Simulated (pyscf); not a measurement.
## Hydrogen abstraction: InH₃ (SMILES [InH3]) + CH₃• (SMILES [CH3]) -> InH₂• (SMILES [InH2]) + CH₄ (SMILES C)

Gas phase, doublet surface, charge 0. Bonds broken: In1–H2. Bonds formed: H2–C5. Structures and frequencies: ωB97X-D3(BJ)/def2-SVP in PySCF. Correlated levels are frozen-core, on RHF or UHF. ΔMP2 is the change of the MP2 total energy from the triple- to the quadruple-zeta basis.

Transition state (Å):

```xyz
8

In    -1.4241    -0.9359     0.5195
H     -0.2834     0.4199     0.6284
H     -0.7290    -2.4861     0.2549
H     -3.0918    -0.5266     0.4215
C     -0.1341     0.6593    -1.0880
H      0.1430     1.6925    -0.8563
H      0.7067     0.0262    -1.3924
H     -1.0192     0.5956    -1.7371
```

One imaginary mode, 1151i cm⁻¹; descent along it reached the two sides named, in the forms told below.

```
bond    change  reactant side (Å)  saddle  product side
------  ------  -----------------  ------  ------------
In1–H2  breaks              1.732   1.775           2.8
H2–C5    forms                3.3   1.739         1.103
```

Electronic energies relative to the separated reactants (kJ/mol):

```json
[
 {"level": "ωB97X-D3(BJ)/def2-TZVP", "barrier": "10.1", "reaction energy": "-147.1", "reverse barrier": "157.1"},
 {"level": "PBE/def2-TZVP", "barrier": "-11.2", "reaction energy": "-163.7", "reverse barrier": "152.5"},
 {"level": "r²SCAN/def2-TZVP", "barrier": "2.9", "reaction energy": "-148.1", "reverse barrier": "151.0"},
 {"level": "B3LYP-D3(BJ)/def2-TZVP", "barrier": "8.0", "reaction energy": "-157.3", "reverse barrier": "165.3"},
 {"level": "PBE0-D3(BJ)/def2-TZVP", "barrier": "1.3", "reaction energy": "-156.3", "reverse barrier": "157.6"},
 {"level": "M06-2X/def2-TZVP", "barrier": "6.6", "reaction energy": "-171.7", "reverse barrier": "178.4"},
 {"level": "ωB97M-D3(BJ)/def2-TZVP", "barrier": "17.4", "reaction energy": "-154.9", "reverse barrier": "172.3"},
 {"level": "HF/def2-TZVP", "barrier": "91.5", "reaction energy": "-124.1", "reverse barrier": "215.6"},
 {"level": "MP2/def2-QZVPP", "barrier": "14.9", "reaction energy": "-158.0", "reverse barrier": "172.9"},
 {"level": "CCSD/def2-TZVPP", "barrier": "26.8", "reaction energy": "-147.3", "reverse barrier": "174.1"},
 {"level": "CCSD(T)/def2-TZVPP", "barrier": "16.6", "reaction energy": "-150.1", "reverse barrier": "166.6"},
 {"level": "CCSD(T)/def2-TZVPP + ΔMP2(QZVPP)", "barrier": "12.0", "reaction energy": "-150.5", "reverse barrier": "162.5"}
]
```

With CCSD(T)/def2-TZVPP + ΔMP2(QZVPP) energies and thermal terms (ideal gas, 1 atm, RRHO with modes under 100 cm⁻¹ raised to 100, one conformer, R ln 2 for rigid chiral ones), in kJ/mol:

```
T (K)   ΔH‡    ΔG‡      ΔH      ΔG
-----  ----  -----  ------  ------
298    18.8   51.4  -132.3  -131.3
600    18.9   84.7  -136.2  -128.7
900    20.5  117.2  -139.2  -124.2
1200   22.5  149.2  -141.3  -118.9
```

On the reactant side the descent ends in a bound adduct, 34.4 kJ/mol under the separated species and 44.4 kJ/mol under the saddle at ωB97X-D3(BJ)/def2-TZVP. At PBE the saddle lies under the separated reactants, which points to a path from their complex (located at ωB97X-D3(BJ) alone). This is the saddle that the search found; another between the same sides may lie lower. The angle at the transferred H is 96°: a side-on saddle, likely not the lowest. The CCSD(T) − MP2 part came from Ansatz, without density fitting, on the same reference. The frozen core leaves the outer d or s,p core shells of the metals and heavy elements correlated in the MP2 and CC values, and def2-TZVPP describes them poorly, which can shift differences by a few kcal/mol. Elements past Kr carry the def2 core potentials, without spin-orbit coupling.
